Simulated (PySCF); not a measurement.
A geometry optimisation on `[Cl][Mg][Cl]`.

Computed with PBE0-D3(BJ)/def2-SVP geometry optimisation, gas phase (PySCF 2.14.0). Start geometry: GFN2-xTB. A driver script takes a list of jobs; this job's settings line and coordinates (Å) are shown.

Input:
```
{"job": {"xc": "PBE0", "basis": "def2-SVP", "d3": "d3bj", "grid": 1, "maxiter": 40, "kind": "geom"}, "charge": 0, "multiplicity": 1}
Mg    -0.012090    -0.006970    -0.000690
Cl    -0.010090    -0.016320     2.119970
Cl     0.022170     0.023290    -2.119290
```

Output:
```
step   0  E = -1119.86395443  max force = 0.022305
step   1  E = -1119.86653661  max force = 0.006663
step   2  E = -1119.86681687  max force = 0.000842
step   3  E = -1119.86682113  max force = 0.000163
optimisation converged
```

Energies in Eh; «max force» is the largest Cartesian gradient component in Eh/bohr.

Problem. Give the first gradient maximum in eV/Å.

Solution. With 1 Eh/bohr = 51.422 eV/Å, 1.147 eV/Å.

Problem. How much energy does the optimisation release, in kcal/mol?

Solution. E(step 0) − E(last step) = 0.002867 Eh, which is 1.8 kcal/mol.

Main results: final energy -1119.86682 Eh after 3 steps; dipole 0.06 D.

Problem. Where do the atoms end?

Solution. 0.060 Å rms from the input after alignment:
```
atom  x, y, z in Å
Mg1   -0.0068   -0.0039   -0.0001
Cl2   -0.0149   -0.0205    2.1925
Cl3    0.0217    0.0245   -2.1924
```

On one thread, Arm Neoverse V1 (shared host), this took 3.3 s wall.
Labels such as C1 count atoms from 1, the log's own numbers from 0.
